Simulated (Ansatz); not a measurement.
## Relaxing Sn₂P

Level of theory: DFT r2SCAN, scalar-relativistic, plane waves, PAW (Ansatz 0.2.0). Cutoff 500 eV, Γ-centred k mesh, Gaussian smearing, no spin polarisation in the final step.

Sn₂P was placed on the anti-rutile structure type (P4_2/mnm, No. 136), with P in place of Ti, Sn in place of O, at a guessed volume.

```xyz
6
Lattice="6.0972 0.0000 0.0000 0.0000 6.0972 0.0000 0.0000 0.0000 3.9272" Properties=species:S:1:pos:R:3 pbc="T T T"
Sn    1.8657    1.8657    0.0000
Sn    1.1829    4.9143    1.9636
Sn    4.2315    4.2315    0.0000
Sn    4.9143    1.1829    1.9636
P     0.0000    0.0000    0.0000
P     3.0486    3.0486    1.9636
```

Cell and atoms relax at zero pressure; the relaxation can't lower the symmetry of the start. After a coarse first stage the cell is made exact in the group found at 0.06 Å.

The zero of energy is the elements' standard structures at the same level; no fitted shifts are applied.

Task: What does it relax into?

Result: It keeps P4_2/mnm (No. 136). The result has the rutile structure. Conventional cell: a = 6.567 Å, c = 3.898 Å. Sn has 3 P at 2.73 Å; P is coordinated by 6 Sn at 2.73 Å.

```xyz
6
Lattice="6.5666 0.0000 0.0000 0.0000 6.5666 0.0000 0.0000 0.0000 3.8979" Properties=species:S:1:pos:R:3 pbc="T T T"
Sn    1.9281    1.9281    0.0000
Sn    1.3552    5.2114    1.9490
Sn    4.6384    4.6384    0.0000
Sn    5.2114    1.3552    1.9490
P     0.0000    0.0000    0.0000
P     3.2833    3.2833    1.9490
```

Task: What are its volume, energy, density and gap?

Result: The volume per atom is 28.01 Å³ and the density is 5.30 g/cm³. The energy over the elements is 0.43 eV/atom and the gap on the 6×6×10 mesh is 0 eV (a metal).

The final run used a 6×6×10 mesh on its 6-atom cell and 0.10 eV smearing. The k mesh leaves about 4 meV/atom of noise in metals. A structure relaxed within its symmetry needn't be a true minimum. The steps took about 4 core-minutes in all.